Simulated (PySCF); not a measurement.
Method: TPSS-D3(BJ)/def2-TZVP // TPSS-D3(BJ)/def2-SVP (PySCF). Isolated molecules, 0 K electronic values unless said otherwise. 

Reference species (SMILES): `[OH]` (neutral, multiplicity 2).

```json
{
  "dipole_moment": "1.73 D",
  "highest_occupied_spin_orbital": "-7.32 eV"
}
```

Changed species: `[NH2]` (free radical NH2; the reference has free radical OH).

Question: What does the change do to the dipole moment and highest occupied spin orbital?

Answer: the dipole moment increases by 0.18 D, to 1.91 D; the highest occupied spin orbital stays essentially unchanged.
